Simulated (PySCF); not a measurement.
Process, species as SMILES: N#N (N2) + H+ → N#[NH+]
B3LYP-D3(BJ)/def2-TZVP geometries, fixed; electronic energies without zero-point terms; positive where energy is released.
Largest species:
```
N
N 1 1.0860
H 1 1.0380 2 180.00
```
Charge +1, spin multiplicity 1.

Effect of the atomic grid (radial, angular points) at r2SCAN/def2-SVP with PySCF, against the last row, where the proton affinity is 123.49 kcal/mol.

```json
[
 {"setting": "atom_grid: 30, 110, unpruned", "grid points, largest species": "9904", "largest shift of a total energy (mEh)": "-1.076", "shift of the proton affinity (kcal/mol)": "0.015"},
 {"setting": "atom_grid: 50, 194, unpruned", "grid points, largest species": "29104", "largest shift of a total energy (mEh)": "0.134", "shift of the proton affinity (kcal/mol)": "-0.012"},
 {"setting": "atom_grid: 75, 302, unpruned", "grid points, largest species": "67952", "largest shift of a total energy (mEh)": "-0.028", "shift of the proton affinity (kcal/mol)": "-0.001"},
 {"setting": "atom_grid: 99, 590, unpruned", "grid points, largest species": "175232", "largest shift of a total energy (mEh)": "-0.003", "shift of the proton affinity (kcal/mol)": "-0.001"},
 {"setting": "atom_grid: 150, 974, unpruned", "grid points, largest species": "438304", "largest shift of a total energy (mEh)": "0.000", "shift of the proton affinity (kcal/mol)": "0.000"}
]
```

Within 0.02 kcal/mol in the proton affinity: atom_grid: 30, 110, unpruned; atom_grid: 50, 194, unpruned; atom_grid: 75, 302, unpruned; atom_grid: 99, 590, unpruned. The largest shift is 1.076 mEh in a total energy and 0.015 kcal/mol in the difference.
